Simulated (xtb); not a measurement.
A geometry relaxed with GFN2-xTB run with xtb, charge 0, multiplicity 1:

```xyz
5

Cl    -1.1536     1.1399     0.7066
C      0.0000     0.0000     0.0000
Cl    -0.8213    -0.9972    -1.2085
Cl     0.6580    -1.0379     1.2725
Cl     1.3169     0.8953    -0.7706
```

Problem. Write the SMILES of this molecule.

Solution. `ClC(Cl)(Cl)Cl`
